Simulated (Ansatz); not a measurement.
Reaction (isomerisation): `CC(=N)S` → `C=NCS`

Gas-phase electronic energies from Ansatz, PBE0-D4/def2-TZVP geometries. CCSD(T)/CBS is the MP2 limit (def2-TZVPP, def2-QZVPP) plus CCSD(T) − MP2 in def2-TZVPP, frozen cores. DFT in def2-TZVPP. B3LYP here is the variant with VWN-RPA as its local correlation; programs differ in this. Each species was taken in one conformer, which may not be the lowest.

Problem. Is it downhill or uphill in electronic energy at CCSD(T)/CBS, and by how much? (Estimate.)

Solution. Ansatz gave: Uphill: ΔE = +16.4 kcal/mol.

Problem. What do these levels give: B97M-V, B3LYP-D4, r2SCANh-D4, BHLYP-D4, r2SCAN0, CAM-B3LYP, MP2/def2-SVP, CCSD/def2-SVP, HF/def2-TZVPP, MP2/def2-TZVPP, CCSD/def2-TZVPP, MP2/CBS(def2)? (Best estimate.)

Solution. Ansatz gave: B97M-V 18.8, B3LYP-D4 16.7, r2SCANh-D4 18.8, BHLYP-D4 16.1, r2SCAN0 18.2, CAM-B3LYP 16.1, MP2/def2-SVP 16.7, CCSD/def2-SVP 15.0, HF/def2-TZVPP 14.2, MP2/def2-TZVPP 17.0, CCSD/def2-TZVPP 15.5, MP2/CBS(def2) 17.4 kcal/mol.

Largest T1 diagnostic among the species: 0.013.

Leaving LDA and LC-ωPBE aside and taking each functional with its dispersion term where it has one, the values, not all of them listed here, spread over 3.0 kcal/mol, from BHLYP-D4 to r2SCAN-D4. LDA lies +1.2 kcal/mol from PBE without D4. At CCSD(T), def2-SVP lies −1.0 kcal/mol from the extrapolated value and def2-TZVPP −0.4 kcal/mol.
